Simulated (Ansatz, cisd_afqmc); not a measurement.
System: N2H, charge 1, singlet. N2H+ (SMILES N#[NH+]).
B3LYP-D3(BJ)/def2-TZVP minimum from Ansatz (a first-principles code):
```
N
N 1 1.0860
H 1 1.0380 2 180.00
```
Charge +1, spin multiplicity 1.

Total energies in cc-pVDZ, 10 correlated electrons, 2 frozen orbitals. Open shells are spin-unrestricted; no spin-orbit coupling. Cores are frozen in correlated methods. No relativity. AFQMC/CISD: phaseless, guided by CISD from CCSD amplitudes; bars are statistical, one sigma. Outlying blocks are dropped, and bars are widened where a walk drifts. Over all cases where full CI ran beside it in this data, AFQMC minus full CI had a median of +0.1 mEh and passed +0.4 mEh in a tenth of the cases.

| method | program | energy (Eh) | minus CCSDTQ (mEh) |
|---|---|---|---|
| HF | Ansatz | -109.14757 | 330.85 |
| MP2 | Ansatz | -109.45831 | 20.11 |
| CCSD | Ansatz | -109.46452 | 13.91 |
| CCSD(T) | Ansatz | -109.47681 | 1.61 |
| CCSDT(Q) | Ansatz | -109.47864 | -0.22 |
| CCSDTQ | Ansatz | -109.47842 | 0.00 |
| AFQMC/CISD | cisd_afqmc | -109.4779 ± 0.0004 | 0.5 ± 0.4 |

Rough core times of Ansatz's runs on a shared machine: CCSD(T) under 20 s, CCSDT(Q) under 20 s, CCSDTQ 3 min.
